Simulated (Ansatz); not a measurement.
Which method gave which barrier?

Saddle point of CH$_{6}$AlN, singlet (CH₆AlN ([CH3][NH][AlH2]) → CH₅N ([CH3][NH2]) + AlH (still joined by a long Al–N bond); bonds formed: N2–H4; bonds broken: Al1–H4; bonds weakened to dative contacts: Al1–N2), PBE0-D4/def2-TZVP structure:

```json
{"atom": "Al1", "x (Å)": "-1.8534", "y (Å)": "0.0339", "z (Å)": "-0.4084"}
{"atom": "N2", "x (Å)": "-0.1255", "y (Å)": "0.0721", "z (Å)": "0.3970"}
{"atom": "C3", "x (Å)": "1.1354", "y (Å)": "0.0289", "z (Å)": "-0.3241"}
{"atom": "H4", "x (Å)": "-0.7175", "y (Å)": "-1.1743", "z (Å)": "-0.1168"}
{"atom": "H5", "x (Å)": "-2.8490", "y (Å)": "0.7277", "z (Å)": "0.6568"}
{"atom": "H6", "x (Å)": "0.0281", "y (Å)": "0.2530", "z (Å)": "1.3884"}
{"atom": "H7", "x (Å)": "1.8632", "y (Å)": "-0.6355", "z (Å)": "0.1511"}
{"atom": "H8", "x (Å)": "1.5779", "y (Å)": "1.0252", "z (Å)": "-0.4035"}
{"atom": "H9", "x (Å)": "0.9408", "y (Å)": "-0.3312", "z (Å)": "-1.3405"}
```

Program: Ansatz 0.2.0. Basis: def2-TZVPP, with def2-QZVPP for the basis limit. Cores are frozen in the correlated methods. Extrapolation: Hartree–Fock as exp(−7.88 √X), correlation as X^−2.97. Four methods, as single points on the PBE0-D4 structures, gave these electronic barriers from the start structure: 2.775, 2.947, 3.125, 3.947 eV.

Question: The methods were, in alphabetical order, BLYP-D4, HF, MP2, PBE0-D4. Which gave which? (Judge from chemistry; the calculation decides.)

Answer: By the calculation: BLYP-D4 2.775; PBE0-D4 2.947; MP2 3.125; HF 3.947 eV. For comparison, CCSD(T) at an estimated basis limit (MP2 extrapolated from triple and quadruple zeta, plus CCSD(T) − MP2 in triple zeta) gives 3.041 eV.

The T1 diagnostic stays at or below 0.017. The restricted Hartree–Fock reference is unstable towards an unrestricted one at one or more of these structures. A large double-excitation amplitude points to some diradical character; no triplet was computed.

Labels in which every atom is bracketed show which atoms are joined, not bond orders.

For scale, one of the runs: CCSD(T)/def2-TZVPP, 188 basis functions, launched by `ansatz run in.yaml --threads 2 --pin off --events-out ev --progress --plain --max-ram 4352MiB`. The run took 29 s on 2 CPU threads of an Intel Xeon Platinum 8488C (shared host), with 1.9 GiB of host memory at its peak.
